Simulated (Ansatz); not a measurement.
Geometry optimisation, RHF/def2-SVP in Ansatz 0.2.0.

Input:

```yaml
crystal:
  periodic: [false, false, false]
  atoms:
    - { symbol: C, position_ang: [0.22629, 0.88063, -0.74316] }
    - { symbol: "N", position_ang: [0.38344, -0.5409, -0.71975] }
    - { symbol: C, position_ang: [0.06221, -1.28079, 0.22737] }
    - { symbol: S, position_ang: [-0.66895, -0.89505, 1.80067] }
    - { symbol: H, position_ang: [0.54762, 1.36135, 0.18789] }
    - { symbol: H, position_ang: [-0.81839, 1.14413, -0.92948] }
    - { symbol: H, position_ang: [0.83047, 1.25956, -1.56613] }
    - { symbol: H, position_ang: [0.22839, -2.34413, 0.14324] }
    - { symbol: H, position_ang: [-0.79108, 0.4152, 1.59934] }
basis:
  gaussian: { orbitals: def2-SVP }
hamiltonian:
  xc: hf
relax:
  f_tol: 0.02
  max_steps: 50
```

Run as:

```bash
$ ansatz run input.yaml --threads 1 --pin off --max-ram 2048MiB --backend cpu --events-out ev --progress --plain --runs-dir out
```

**Question.** Where does it end, and by what steps?

**Answer.** The run converged. The force dipped under the threshold on the way, but the program's further checks kept it going. After 10 steps the energy has fallen by 0.025 eV; H6 moved furthest, 0.20 Å.

```csv
step,energy less start (eV),largest force component (eV/Å),accepted
0,0.0000,0.614,yes
1,-0.0173,0.303,yes
2,-0.0183,0.197,yes
3,-0.0165,0.456,no
4,-0.0209,0.062,yes
5,-0.0228,0.033,yes
6,-0.0214,0.247,no
7,-0.0230,0.140,yes
8,-0.0240,0.041,yes
9,-0.0245,0.013,yes
10,-0.0246,0.014,yes
```

```xyz
9
Properties=species:S:1:pos:R:3
C 0.257 0.870 -0.737
N 0.458 -0.556 -0.717
C 0.079 -1.279 0.218
S -0.770 -0.886 1.733
H 0.733 1.360 0.119
H -0.807 1.128 -0.728
H 0.693 1.283 -1.644
H 0.265 -2.351 0.172
H -0.907 0.430 1.583
```

Whether the end is a true minimum wasn't checked by a vibrational analysis.

The run took 41 s on 1 thread of Intel(R) Xeon(R) Processor @ 2.50GHz (Skylake/Cascade Lake), with other jobs on the host, peak memory 0.16 GiB.
